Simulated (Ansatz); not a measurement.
**Relaxing Mo3W**

Level of theory: DFT PBE, scalar-relativistic, plane waves, PAW in Ansatz. Cutoff 420 eV, Γ-centred k mesh, Gaussian smearing, no spin polarisation in the final step.

Mo3W was placed on the Cu3Au (L1_2) structure type (Pm-3m, No. 221), with W in place of Au, Mo in place of Cu, at a guessed volume.

```xyz
4
Lattice="3.8893 0.0000 0.0000 0.0000 3.8893 0.0000 0.0000 0.0000 3.8893" Properties=species:S:1:pos:R:3 pbc="T T T"
Mo    0.0000    1.9446    1.9446
Mo    1.9446    0.0000    1.9446
Mo    1.9446    1.9446    0.0000
W     0.0000    0.0000    0.0000
```

Cell and atoms relax at zero pressure; the relaxation can't lower the symmetry of the start. After a coarse first stage the cell is made exact in the group found at 0.06 Å.

The zero of energy is the elements' standard structures at the same level; no fitted shifts are applied.

Problem. Describe the relaxed structure.

Solution. It keeps Pm-3m (No. 221). The result has the Cu3Au (L1_2) structure. Conventional cell: a = 4.011 Å. Mo has 4 W at 2.84 Å and 8 Mo at 2.84 Å; around W lie 12 Mo at 2.84 Å.

```cif
data_structure
_symmetry_space_group_name_H-M 'Pm-3m'
_symmetry_Int_Tables_number 221
_cell_length_a 4.0111
_cell_length_b 4.0111
_cell_length_c 4.0111
_cell_angle_alpha 90.000
_cell_angle_beta 90.000
_cell_angle_gamma 90.000
_cell_volume 64.54
loop_
_atom_site_label
_atom_site_type_symbol
_atom_site_symmetry_multiplicity
_atom_site_Wyckoff_symbol
_atom_site_fract_x
_atom_site_fract_y
_atom_site_fract_z
_atom_site_occupancy
Mo1 Mo 3 c 0.00000 0.50000 0.50000 1
W1 W 1 a 0.00000 0.00000 0.00000 1
```

Problem. What are its volume, energy, density and gap?

Solution. The volume per atom is 16.13 Å³. The density is 12.14 g/cm³, the energy over the elements is 0.44 eV/atom and the gap on the 12×12×12 mesh is 0 eV (a metal).

The final run used a 12×12×12 mesh on its 4-atom cell and 0.10 eV smearing. For metals, differences of a few meV/atom aren't resolved. Spin–orbit coupling is left out. A structure relaxed within its symmetry needn't be a true minimum. The steps took of the order of 50 core-seconds in all.

Cost: 3 runs of about 0.86 core-minutes in all, on Arm Neoverse V2 (shared hosts).